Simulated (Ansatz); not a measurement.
Two isomers of C2H7NO: A = `COCN`, B = `NCCO`.

Program: Ansatz. Geometries: PBE0-D4/def2-TZVP. ΔE: electronic, gas phase. CCSD(T)/CBS is extrapolated from def2-TZVPP and def2-QZVPP, frozen cores. Functionals use def2-TZVPP. B3LYP here is the variant with VWN-RPA as its local correlation; programs differ in this. Each species was taken in one conformer, which may not be the lowest.

Which is lower in electronic energy at CCSD(T)/CBS, and by how much? (Estimate.)

The calculation gave: B, by 5.9 kcal/mol.

Give E(B) − E(A) in kcal/mol with HF/def2-TZVPP, B2PLYP, PBE-D4, CCSD/def2-TZVPP, CCSD(T)/def2-TZVPP, PBE0-D4, B3LYP. (Estimate.)

The calculation gave: HF/def2-TZVPP -4.2, B2PLYP -4.3, PBE-D4 -3.9, CCSD/def2-TZVPP -5.4, CCSD(T)/def2-TZVPP -5.1, PBE0-D4 -4.8, B3LYP -3.7. None reverses the order clearly.

Largest T1 diagnostic: 0.010.

In def2-TZVPP, CCSD(T) changes the Hartree–Fock value by −0.9 kcal/mol (the triples alone add +0.3 kcal/mol) and MP2 by −1.6 kcal/mol. From PBE to PBE0 (25 % exact exchange), in def2-TZVPP and without D4, E(B) − E(A) moves by −0.9 kcal/mol.
